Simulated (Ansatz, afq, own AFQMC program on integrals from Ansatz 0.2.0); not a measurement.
BNH, quartet → BNH⁺, quintet

```xyz
3

B     0.0000   -0.1852    0.7730
N     0.0000    0.0874   -0.7050
H     0.0000    0.7718    1.5065
```

Connectivity, by distances: BH–N.

E(quintet, charge +1) − E(quartet, charge +0) at this geometry, on UHF and UHF determinants.

Basis cc-pVDZ. Only valence electrons are correlated. Ansatz 0.2.0 and our own AFQMC program on the same integrals; the CISD trial comes from CCSD amplitudes, and released means the phaseless constraint is let go. Error bars are statistical, one sigma. The errors of all members are added in quadrature.

No full CI on the walks' own integrals is used here; CCSDTQ serves as the reference and is uncertain by about the last step of the cluster series. Each member takes its own surest rung, up to full CI.

The best estimate is CCSD(T) at the basis-set limit (CBS: def2-TZVPP and def2-QZVPP, with their diffuse functions for anions and beside diffuse sets, CCSD(T) itself extrapolated) plus the step from CCSD(T) to CCSDTQ in cc-pVDZ. Rows without CBS are in cc-pVDZ, the functionals in def2-TZVP; B2PLYP and the wave-function rows carry a basis error of their own. Core correlation and relativity beyond core potentials are missing, and ± holds the sampling alone.

Cautions: BNH (quartet): lower spins were not checked; BNH⁺ (quintet): another spin lies lower, the ph-AFQMC/HF walk drifts between its halves (2.2 errors); this isn't the first ionization.

Best estimate: 1188.3 kJ/mol.

```csv
level,vertical ionization energy (kJ/mol),error against the best estimate (kJ/mol)
HF,1031.6,-156.7
MP2,1135.1,-53.2
CCSD,1136.7,-51.6
CCSD(T),1138.9,-49.4
CCSDT,1138.8,-49.5
CCSDT(Q),1139.1,-49.2
CCSDTQ,1139.1,-49.2
ph-AFQMC/CISD,1138.6 ± 0.3,-49.7 ± 0.3
released AFQMC,1138.6 ± 0.3,-49.7 ± 0.3
HF/CBS,1035.0,-153.3
MP2/CBS,1184.0,-4.3
CCSD(T)/CBS,1188.2,-0.1
PBE,1191.9,3.6
r2SCAN,1171.1,-17.2
PBE0,1190.7,2.4
B3LYP,1206.3,18.0
wB97M-V,1198.9,10.7
B2PLYP,1190.5,2.2
```

Correlation beyond CCSD(T) changes it by less than 2 meV. Going to the basis-set limit adds 49.2 kJ/mol at CCSD(T). The perturbative (T) step is worth +2.3 kJ/mol. The functionals spread over 35.2 kJ/mol; B2PLYP and PBE0 come nearest and B3LYP is 18.0 kJ/mol too high.

Best estimates are given only where the step beyond CCSD(T) is under 0.3 eV and no member's determinant is very poor (T1 over 0.05, or 0.07 for open shells, ⟨S²⟩ too high by 0.3, two states mixed), so the hardest cases are missing from such tables.

The functionals ran in a triple-zeta set and keep a basis error of their own, a few kJ/mol for each bond in atomization energies and more for double hybrids, so close places among them and the extrapolated levels can swap.

CCSDT and higher add their correlation energy to the determinant of the CCSD(T) run, since their own runs factorise the integrals more tightly (a shift of under 2 meV). Each member of a difference takes its own highest rung, so a best estimate needn't equal the limit plus the step of one row. A walk keeps the symmetry of its determinant, which the program's search chose and which needn't be the lowest solution, so a lower state of the same spin and another symmetry isn't excluded. Released energies are given only where the last usable release times agree within the noise; a slower fall can still hide under it.
